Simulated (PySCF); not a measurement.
Cartesian coordinates (Å):
SMILES: [SiH3]
```xyz
4

Si    -0.0008     0.0004     0.3397
H     -0.6228     1.2628    -0.1161
H      1.4055    -0.0921    -0.1099
H     -0.7820    -1.1712    -0.1137
```
Charge 0, spin multiplicity 2.

Task: What total energy, dipole moment and highest occupied spin orbital does CAM-B3LYP-D3(BJ)/def2-TZVP (PySCF 2.14.0) give?

Result: 
```json
{
 "total_energy": "-291.2400 Ha",
 "dipole_moment": "0.07 D",
 "highest_occupied_spin_orbital": "-7.59 eV"
}
```
